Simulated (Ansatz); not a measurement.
System: Sb₂Os (Pnnm, No. 58). Method: r²SCAN in Ansatz (PAW).

Run with plane-wave cutoff 560 eV, 6×6×10 k mesh (along the axes of the cell as run), Fermi–Dirac smearing 0.01 eV, no spin polarisation, scalar-relativistic PAW data made under PBE.

Cell (measured lattice):

```xyz
6
Lattice="5.9381 0.0000 0.0000 0.0000 6.6961 0.0000 0.0000 0.0000 3.2044" Properties=species:S:1:pos:R:3 pbc="T T T"
Os     0.0000     0.0000     0.0000
Os     2.9691     3.3481     1.6022
Sb     1.0715     2.4032     0.0000
Sb     4.8666     4.2929     0.0000
Sb     4.0406     0.9449     1.6022
Sb     1.8975     5.7512     1.6022
```

Problem. What does this level give for the band gap, smallest direct gap on the k points sampled and direct gap at Γ?

Solution. 
- band gap: 0.53 eV
- smallest direct gap on the k points sampled: 1.09 eV
- direct gap at Γ: 2.77 eV

Note: cell and atoms aren't relaxed at this level (largest force component 0.03 eV/Å, pressure 2.8 GPa).

Spin–orbit coupling is not included; with these elements it can move the gap by several tenths of an eV or more.

Computed values are for the static lattice.

Ansatz is a program for electronic structure.
